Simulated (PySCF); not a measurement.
## Working out the ionisation energy of Si

Si [Ne] 3s2 3p2 (3P) → Si⁺ [Ne] 3s2 3p1 (2P). Computed with PySCF 2.14 in x2c-SVPall (4s3p1d, 18 functions), with the spin-free X2C one-electron Hamiltonian (Gaussian nucleus). Frozen: [Ne]. Energies in hartree (1 hartree = 27.21139 eV):

```
            part   Si (lower)  Si⁺ (upper)
             UHF  -289.348114  -289.067590
CCSD correlation    -0.061430    -0.052915
             (T)    -0.000972    -0.000657
```

Task: What does Hartree-Fock give?

Result: (-289.067590) − (-289.348114) = 0.280524 hartree = 7.633 eV.

Task: What do CCSD and CCSD(T) give?

Result: The CCSD correlation energies differ by 0.008515 hartree = 0.232 eV and the triples by 0.000315 hartree = 0.009 eV, so CCSD gives 7.865 eV and CCSD(T) 7.874 eV.

Measured between the centres of the two terms (NIST): 8.157 eV, so CCSD(T) (valence) is off by -0.283 eV.

A double-zeta basis recovers only part of the correlation energy.

What remains against the reference includes basis incompleteness, the frozen core and higher excitations.
